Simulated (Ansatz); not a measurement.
# CH3Mg−: one structure at several levels

The task here is to estimate one member of a computed series from the others.

Program: Ansatz 0.2.0, Gaussian basis. Level of theory: single points in def2-TZVPPD. These are calculated values, not measurements.

Correlated methods freeze the cores. The outer core shell of Li, Na, Mg and K is correlated. B3LYP uses VWN-RPA correlation.

## The starting structure

5 atoms, charge -1, spin multiplicity 1.

Atoms are counted from 1 here; the program's logs count them from 0.

Bond lengths: C1–Mg2 2.099 Å, C1–H4 1.188 Å. Angles: Mg2–C1–H4 99.1°.

As a file:

```xyz
5
charge -1, multiplicity 1
C    -0.24810   -1.03740   -0.16320
Mg    0.38570    0.91290    0.28390
H    -1.43740   -1.12750    0.54510
H     0.38460   -1.63120    0.64820
H     0.93210    3.15320   -1.05880
```

Set-up of the first run:

run/in.yaml reads:

```yaml
crystal:
  periodic: [false, false, false]
  atoms:
    - {symbol: C, position_ang: [-0.248100, -1.037400, -0.163200]}
    - {symbol: Mg, position_ang: [0.385700, 0.912900, 0.283900]}
    - {symbol: H, position_ang: [-1.437400, -1.127500, 0.545100]}
    - {symbol: H, position_ang: [0.384600, -1.631200, 0.648200]}
    - {symbol: H, position_ang: [0.932100, 3.153200, -1.058800]}
basis:
  gaussian: {orbitals: "def2-TZVPPD.json"}
total_charge: -1
correlation: {method: ccsd_t}
output: {forces: true}
```

The basis file named in the input lies beside it (Basis Set Exchange, JSON).

No record of the launch command was kept for these runs.

Steps of the session up to this table: CCSD(T)/def2-TZVPPD; PBE0-D4/def2-TZVPPD; wB97M-V/def2-TZVPPD; r2SCAN-D4/def2-TZVPPD; PBE-D4/def2-TZVPPD; HSE06-D4/def2-TZVPPD; B3LYP-D4/def2-TZVPPD.

One of the session's tables, all rows but one given; the rest of the session is left out.

| method | RMS force component (eV/Å) | angle to CCSD(T) forces (°) |
| --- | --- | --- |
| CCSD(T) | 1.464 | reference |
| PBE0-D4 | ? | ? |
| wB97M-V | 1.527 | 3.5 |
| r2SCAN-D4 | 1.446 | 2.5 |
| PBE-D4 | 1.338 | 2.0 |
| HSE06-D4 | 1.482 | 2.3 |
| B3LYP-D4 | 1.431 | 2.8 |

Q: Estimate the row for PBE0-D4 from the others.

The run gave: RMS force component (eV/Å): 1.484; angle to CCSD(T) forces (°): 2.5. In the column «RMS force component (eV/Å)» it lies between HSE06-D4 (1.482) and wB97M-V (1.527).
